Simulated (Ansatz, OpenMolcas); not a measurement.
Worked example: the enthalpy of formation of N2H (dinitrogen monohydride)

The species is N2H (3 atoms), meant as a doublet with charge 0. As SMILES, `[N]=N`. Geometry: relaxed at PBE0-D4/def2-TZVP.

```xyz
3

N     0.7105   -0.6067    0.3262
N    -0.2687   -0.2177   -0.1701
H    -0.4419    0.8244   -0.1561
```

Total energies at U-r2SCAN/def2-TZVPPD (OpenMolcas 26.06); the atoms run unrestricted:

```
species    state  energy (Eh)
    N2H  doublet  -110.019700
      N  quartet   -54.581084
      H  doublet    -0.499927
```

Harmonic wavenumbers at UPBE0-D4/def2-TZVP, in cm⁻¹: 1115, 1916, 2825.

Measured heats of formation of the gaseous atoms at 298.15 K, in kJ/mol: N 472.4, H 218.0. Take 1 Eh = 2625.50 kJ/mol, 1 cm⁻¹ = 0.0119627 kJ/mol, RT = 2.479 kJ/mol.

Work out the heat of formation of the gas at 298 K.


1. Electronic atomisation energy: 2 × (-54.581084) + (-0.499927) − (-110.019700) = 0.357605 Eh = 938.9 kJ/mol.
2. Zero-point energy: half the sum of the wavenumbers, 2928 cm⁻¹ = 35.0 kJ/mol.
3. Thermal vibrational enthalpy, Σ hcν̃/(exp(hcν̃/kT) − 1): 0.1 kJ/mol. Translation, rotation and pV of a non-linear molecule: 4 RT = 9.9 kJ/mol.
4. The 3 free atoms carry 5/2 RT each: 18.6 kJ/mol.
5. Atomisation enthalpy at 298 K: 938.9 − 35.0 − 0.1 − 9.9 + 18.6 = 912.5 kJ/mol.
6. Sum of the atoms' heats of formation: 1162.8 kJ/mol. Heat of formation: 1162.8 − 912.5 = +250.3 kJ/mol.

The tabulated value is +249.5 kJ/mol (Active Thermochemical Tables), so this level is off by +0.8 kJ/mol, or 0.1 % of the atomisation enthalpy. Anharmonicity and any spin-orbit splitting of the molecule are left out.
